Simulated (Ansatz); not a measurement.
## H2O2 (SMILES OO): methods side by side

H2O2: 4 atoms, total charge 0, spin state singlet. SMILES: `OO`. The shape was relaxed beforehand at PBE0/def2-SVP.

```xyz
4

O    -0.4773   -0.5794    0.0187
O     0.0606    0.7193    0.2069
H     0.1776   -1.1201    0.4813
H     0.2391    0.9803   -0.7070
```

Each level gives the dissociation energy of the H4–O2 bond into doublet H and doublet HO2 (shapes relaxed at PBE0/def2-SVP, no zero-point term) (eV). The values are calculated.

```
             level                    kind  program  value (eV)  CPU time (all runs)
     HF/def2-TZVPP            Hartree–Fock   Ansatz        2.75                  1 s
  SVWN5/def2-TZVPP                     LDA   Ansatz        4.29                1.4 s
   BLYP/def2-TZVPP                     GGA   Ansatz        3.77                3.1 s
    PBE/def2-TZVPP                     GGA   Ansatz        3.75                2.9 s
 r2SCAN/def2-TZVPP                meta-GGA   Ansatz        3.78                  4 s
  B3LYP/def2-TZVPP           global hybrid   Ansatz        3.85                2.2 s
wB97M-V/def2-TZVPP  range-separated hybrid   Ansatz        3.96                 10 s
 B2PLYP/def2-TZVPP           double hybrid   Ansatz        3.91                3.6 s
RPA@PBE/def2-TZVPP                     RPA   Ansatz        3.84                4.4 s
    MP2/def2-TZVPP     perturbation theory   Ansatz        4.18                1.3 s
```

The values span 2.75 to 4.29 eV. Hartree–Fock misses the correlation of the electron pair that is broken and comes out low. Measured bond enthalpies also hold zero-point and thermal terms, a few tenths of an eV less. CPU times are rough (shared hosts, several kinds of processor): they show what a rung costs within a factor of a few.
